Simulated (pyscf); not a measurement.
Single points on ωB97X-D3(BJ)/def2-SVP structures (PySCF, gas phase).

Q: Estimate the classical barrier height and the reaction energy of H₃Si–SiH₂–Cl + hydrogen (H₂) → disilane (H₃Si–SiH₃) + hydrogen chloride (HCl) at r²SCAN/def2-TZVP. The step runs on the singlet surface, breaks Cl–Si, H–H and forms H–Si, Cl–H; take the separated reactants as zero.

A: ΔE‡ = 202.8 kJ/mol, ΔE = +74.3 kJ/mol. ωB97M-D3(BJ)/def2-TZVP gives 213.5 kJ/mol and +69.4 kJ/mol. Zero-point energy shifts the barrier by +11.5 kJ/mol. It is a four-centre exchange, with an imaginary mode of 853i cm⁻¹. One saddle was located; it need not be the lowest between these sides.
